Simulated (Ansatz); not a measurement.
hcp Y was calculated with PBE-D3(BJ) in Ansatz (plane waves, PAW).

Settings: plane-wave cutoff 500 eV, 24×24×14 k mesh (along the axes of the cell as run), Fermi–Dirac smearing 0.1 eV, scalar-relativistic PAW data made under PBE.

Computed at the level's own relaxed cell.

Q: What does this level give for the equilibrium volume per atom, lattice constant a and lattice parameter c?

A: 
- equilibrium volume per atom: 31.56 Å³/atom
- lattice constant a: 3.599 Å
- lattice parameter c: 5.627 Å

Measured, for comparison: lattice constant a 3.648 Å, lattice parameter c 5.732 Å (293 K, not corrected to a static lattice; as tabulated in Wikipedia's data pages). Computed (rounded) less measured: lattice constant a -1.3 %, lattice parameter c -1.8 %. A static lattice is as a rule a little smaller and stiffer than an uncorrected measurement, which narrows the difference in the lattice constant a, lattice parameter c and would widen misses of the other sign.

Computed values are for the static lattice.

It cost very roughly 2.1 core-minutes of CPU time.

Ansatz is a program for electronic structure.
